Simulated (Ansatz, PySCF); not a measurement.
System: cyclopropane, C₃H₆, net charge 0, singlet state. 
Coordinates optimised at B3LYP-D3(BJ)/def2-TZVP (Ansatz, a first-principles code):
SMILES: C1CC1
```xyz
9

C      0.0021     0.8680     0.0015
C      0.7506    -0.4358    -0.0075
C     -0.7527    -0.4321     0.0060
H      0.0117     1.4536     0.9108
H     -0.0045     1.4568    -0.9058
H      1.2503    -0.7291    -0.9208
H      1.2665    -0.7323     0.8958
H     -1.2539    -0.7261     0.9183
H     -1.2701    -0.7229    -0.8983
```
Charge 0, spin multiplicity 1.


Wanted: enthalpy of formation at 298 K (from the atomisation energy, B3LYP-D3(BJ)/def2-TZVP harmonic zero-point and thermal terms from PySCF, and the atoms' enthalpies of formation in the G2/97 table; no spin-orbit terms, and no core term in the frozen-core levels), in kcal/mol. Correlated levels leave the core frozen unless marked. Open shells are spin-unrestricted. No spin-orbit coupling. Non-relativistic. The coupled-cluster limit lacks core correlation, which all-electron functionals hold. CBS(X,Y): correlation extrapolated as X^-3; Hartree-Fock from the larger set. [CCSD(T)-MP2]/basis is that difference in the basis named.

Measured: 12.8 kcal/mol (Active Thermochemical Tables 1.112 (ions: stationary electron), as tabulated in the package chemicals); it holds spin-orbit and relativistic effects, which these rows lack, and core correlation, which the frozen-core levels lack.

Rank these levels by their absolute error against the measured value, smallest first: HF/STO-3G (Ansatz); MP2/6-31G (Ansatz); CCSD/aug-cc-pVTZ (Ansatz); RI-MP2/CBS(aug-cc-pVTZ,aug-cc-pVQZ)+[CCSD(T)-MP2]/aug-cc-pVTZ (Ansatz); CCSD/STO-3G (Ansatz).

RI-MP2/CBS(aug-cc-pVTZ,aug-cc-pVQZ)+[CCSD(T)-MP2]/aug-cc-pVTZ (14.3 kcal/mol, error 1.5), CCSD/aug-cc-pVTZ (40.0 kcal/mol, error 27.2), CCSD/STO-3G (-22.1 kcal/mol, error -34.9), HF/STO-3G (68.7 kcal/mol, error 55.9), MP2/6-31G (123.1 kcal/mol, error 110.3)
